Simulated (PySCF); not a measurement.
Homolysis of single bonds, series In F-OH. Isolated molecules, 0 K electronic values unless said otherwise. One relaxed conformer stands for each flexible species; it need not be the lowest. Strings in code marks are SMILES.

Computed with PySCF with M06-2X/def2-TZVP. 

| species | highest occupied spin orbital (eV) |
|---|---|
| whole molecule (`[F][In]([F])[F]`) | – |
| radical fragment (`[F]`) | -14.77 |
| radical fragment (`[In]([OH])[F]` (H–O–In–F torsion 180°)) | … |
| whole molecule (`[OH][In]([F])[OH]` (H–O–In–F torsion 0°, F–In–O–H torsion -180°)) | – |
| radical fragment (`[OH][In][OH]` (H–O–In–O torsion 0°, O–In–O–H torsion 180°)) | -7.89 |
| whole molecule (`[OH][In]([OH])[OH]`) | – |

Problem. Fill in the missing entries.

Solution. 
- radical fragment (`[In]([OH])[F]` (H–O–In–F torsion 180°)), highest occupied spin orbital (eV): -8.30
